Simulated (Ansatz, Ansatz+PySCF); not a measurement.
```xyz
3

O     0.0000    0.0000   -0.3867
O     0.0000    0.9759    0.1934
O     0.0000   -0.9759    0.1934
```

RHF-MP2 on singlet O3 was run in several spherical basis sets with Ansatz (development build ahead of 0.2.0). Frozen core: 3 orbitals. Caution for RHF-MP2: an unrestricted determinant lies well below; in another basis set an unrestricted determinant lies well below.

Rank the basis sets by the total energy that they give, lowest first, with the distance from the lowest.
A. cc-pVTZ
B. cc-pVDZ
C. def2-SVP
D. def2-TZVP
E. 6-31G(d)

D (0.00 eV), A (0.25 eV), B (6.34 eV), E (7.76 eV), C (11.87 eV).

Totals follow the description of the cores as much as that of the bonds, so this order isn't one of quality for chemistry.
